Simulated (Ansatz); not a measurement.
Reaction (isomerisation): `CN=CC(C)=N` → `CC1(N)CC1=N`

Program: Ansatz. Geometries: PBE0-D4/def2-TZVP. ΔE: electronic, gas phase. CCSD(T)/CBS adds triple-zeta CCSD(T) − MP2 to the extrapolated MP2 energy (def2 sets, frozen cores). DFT in def2-TZVPP. One conformer a species, not always the lowest.

```
      species  PBE0 energy (Eh)
 `CN=CC(C)=N`        -266.49452
`CC1(N)CC1=N`        -266.46113
```

Problem. Work out ΔE.

Solution. ΔE = (-266.46113) − (-266.49452) = 0.03339 Eh = +21.0 kcal/mol. CCSD(T)/CBS gives +24.2 kcal/mol.

Largest T1 diagnostic among the species: 0.012.

From PBE to PBE0 (25 % exact exchange), in def2-TZVPP and without D4, ΔE moves by −1.2 kcal/mol. The D4 term adds −0.7 kcal/mol with B3LYP and −0.4 kcal/mol with PBE0; it sums over pairs of atoms, weighted by their polarisabilities, and B3LYP, whose exchange is more repulsive, gets the larger term. In def2-TZVPP, CCSD(T) changes the Hartree–Fock value by −4.7 kcal/mol (the triples alone add +0.3 kcal/mol) and MP2 by −7.2 kcal/mol.

B3LYP here is the variant with VWN-RPA as its local correlation; programs differ in this.
